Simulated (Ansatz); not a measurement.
## AlN, triplet: the ladder up to full CI

Geometry: a point of a stretch scan, not a stationary point.

```xyz
2

Al    0.0000    0.0000    0.0000
N     0.0000    0.0000    2.2300
```

Basis cc-pVDZ; Ansatz 0.2.0. Correlated methods freeze the noble-gas cores, which leaves 8 electrons in 26 orbitals. Prefix R: restricted or restricted open-shell reference; prefix U: unrestricted. Active spaces: pair = (4e, 4o) about the gap; valence = (8e, 8o) chosen from the atoms' valence shells.

Full CI is exact within this basis and frozen core; it isn't the basis-set limit. The frozen core follows each run's orbitals, which can shift R against U totals by a few meV.

For open shells CISD is restricted-active-space CI with the open shells as a complete middle space.

```
UHF ⟨S²⟩                          : 2.067
T1 diagnostic (RCCSD)             : 0.0317
largest doubles amplitude (RCCSD) : 0.074
T1 diagnostic (UCCSD)             : 0.0279
```

```csv
level,E − E(RHF) (eV)
UHF,-0.1933
RMP2,-3.9509
UMP2,-3.9450
RCCSD,-4.8412
UCCSD,-4.8487
RCCSD(T),-4.9649
UCCSD(T),-4.9652
```

Q: Estimate how far full CI in cc-pVDZ lies from RCCSD(T). The table doesn't fix it; the size of (T) and the diagnostics are the guide.

A: Full CI in cc-pVDZ lies 4.4 kJ/mol below RCCSD(T), which is 37 % of the (T) step (-11.9 kJ/mol). T1 is raised, and the rest is a large part of (T). The miss exceeds 1 kcal/mol.

The other levels:

```tsv
level	E − E(full CI) (kJ/mol)	share of correlation (%)	wall time
CISD	45.8	90.52	1.3 s
BCCD(T)	4.5	99.06	2.6 s
RCCSDT	1.1	99.77	–
UCCSDT	1.0	99.80	–
RCCSDT(Q)	0.1	99.99	7 s
UCCSDT(Q)	-0.2	100.04	11 s
RCCSDTQ	0.0	100.01	14 s (H100)
UCCSDTQ	-0.1	100.03	22 s (H100)
CASSCF (pair space)	420.3	13.05	–
NEVPT2 (pair space)	92.6	80.85	0.94 s
MRCISD (pair space)	35.5	92.66	–
MRCISD+Q (pair space)	-1.0	100.20	1.8 s
CASSCF (valence space)	329.5	31.83	–
NEVPT2 (valence space)	67.7	85.99	2.5 s
MRCISD (valence space)	18.8	96.11	–
MRCISD+Q (valence space)	2.3	99.53	3.4 s
MRCISD+Q(relaxed) (valence space)	-1.5	100.32	3.7 s
```

The correlation energy at full CI, counted from RHF, is -5.010 eV. That run took 15 s on 2 threads of AMD EPYC 7R13 with a shared H100 80 GB, shared host over 55,868,912 determinants.

Times hold each run's SCF and search for its determinant on a shared host, so for small cases they say little of a method's own cost; rows without a card ran on 1 thread of AMD EPYC 7R13.

Not variational, and here over 5 meV under the exact energy: MRCISD+Q (pair space), MRCISD+Q(relaxed) (valence space).

The full-CI state has the irrep A2 of C2v, in the program's axes (one component, if the state is degenerate).

Natural occupations of full CI about the gap: 1.969 1.928 1.862 0.989 0.989 0.075 0.053 0.053 0.012 0.011; effectively unpaired electrons, Σ n²(2−n)², 2.13.
